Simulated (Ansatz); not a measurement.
Two structures of HCN, closed shell, reached by relaxing down either side of one saddle point (PBE0-D4/def2-TZVP). Energies are electronic, without zero-point energy. Ansatz 0.2.0; basis: def2-TZVPP and def2-QZVPP; cores frozen in the correlated methods. Extrapolation: Hartree–Fock as exp(−7.88 √X), correlation as X^−2.97. First:

```xyz
3
angstrom
H 0.4395 0.7910 -0.6154
C 0.0103 0.0185 -0.0144
N -0.4498 -0.8095 0.6298
```

Second:

```xyz
3
angstrom
H 1.0524 -0.0101 0.0021
C -1.1079 0.0106 -0.0022
N 0.0555 -0.0005 0.0001
```

(1) Which bonds change from the first to the second?

(2) Give the saddle point's structure and its height above each. (Judge from chemistry; the value comes from the calculation.)

No T1 diagnostic of these runs exceeds 0.029. The T1 diagnostic is large here, which may signal multireference character or strong orbital relaxation, so CCSD(T) is less sure.

Answers

(1) HCN ([CH][N]) → HCN ([C][NH]); bonds formed: H1–N3; bonds broken: H1–C2.

(2) The calculation gives: 2.068 eV above the first and 1.436 eV above the second (CCSD(T) at an estimated basis limit (MP2 extrapolated from triple and quadruple zeta, plus CCSD(T) − MP2 in triple zeta)).
```csv
atom,x (Å),y (Å),z (Å)
H1,0.5861,0.3939,-0.3084
C2,-0.5709,0.2147,-0.1633
N3,-0.0151,-0.6086,0.4718
```

Labels in which every atom is bracketed show which atoms are joined, not bond orders.

For scale, one of the runs: CCSD(T)/def2-TZVPP, 76 basis functions, launched by `ansatz run in.yaml --threads 2 --pin off --events-out ev --progress --plain --max-ram 4352MiB`. The run took about 0.65 s on 2 CPU threads of an AMD EPYC 7B13 (shared host).
